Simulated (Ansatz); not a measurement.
# The cluster SiMo3: geometry, orbitals and charge

What does the cluster SiMo3 look like as a singlet, and where do its frontier electrons sit?

Method: RKS PBE0-D4/def2-TZVP; program: Ansatz 0.2.0, Gaussian basis.

Levels to be run: relaxation at PBE0-D4/def2-SVP; a search for the lowest solution at PBE0-D4/def2-SVP; a single point at PBE0-D4/def2-TZVP.

4 further runs of the same task are left out: 4 set aside as unsound or not needed. Runs told in other sessions of the task aren't counted.

## 1. The system as given

4 atoms, charge 0, spin multiplicity 1.

Atoms are counted from 1 here; the program's logs count them from 0.

Bond lengths: Mo1–Mo3 2.269 Å, Mo2–Si4 2.582 Å, Mo3–Si4 2.271 Å. Angles: Mo1–Mo3–Si4 140.2°, Mo2–Si4–Mo3 56.0°.

Mo takes a core potential in the def2 sets. No spin-orbit coupling is included.

The start is a GFN2-xTB geometry.

## 2. Relaxation at PBE0-D4/def2-SVP

in.yaml

```yaml
crystal:
  periodic: [false, false, false]
  atoms:
    - {symbol: Mo, position_ang: [-1.432520, -1.211960, 1.667470]}
    - {symbol: Mo, position_ang: [1.544700, -0.504040, -0.895610]}
    - {symbol: Mo, position_ang: [-0.073520, 0.227090, 0.557930]}
    - {symbol: Si, position_ang: [-0.038660, 1.488910, -1.329790]}
basis:
  gaussian: {orbitals: def2-SVP}
hamiltonian: {xc: pbe0, dispersion: d4}
scf: {lower_state_search: "off"}
output: {orbitals: {seedname: orbitals}}
relax: {f_tol: 0.02, max_steps: 100}
```

Launch:

```
> ansatz run in.yaml --threads 4 --pin off --events-out ev --progress --plain --max-ram 3916MiB
```

The runs that follow: Searching for the lowest solution, PBE0-D4/def2-SVP; Single point, PBE0-D4/def2-TZVP.

Before running them: what should the planned runs give, taken together? Wanted: point group; commonest bond; HOMO, LUMO at PBE0-D4/def2-TZVP; dipole at PBE0-D4/def2-SVP.

**Answer**, as computed:

```
                       quantity                            value
                    point group                              C3v
                 commonest bond  Mo–Si, 3 of mean length 2.504 Å
HOMO, LUMO at PBE0-D4/def2-TZVP                  -5.01, -2.31 eV
     dipole at PBE0-D4/def2-SVP                           2.86 D
```

What this shows: The relaxation broke 0 and made 2 bonds, so the end is another structure than the start. No usable vibrations, so a minimum isn't proven. Whether this spin is the lowest isn't tested here.
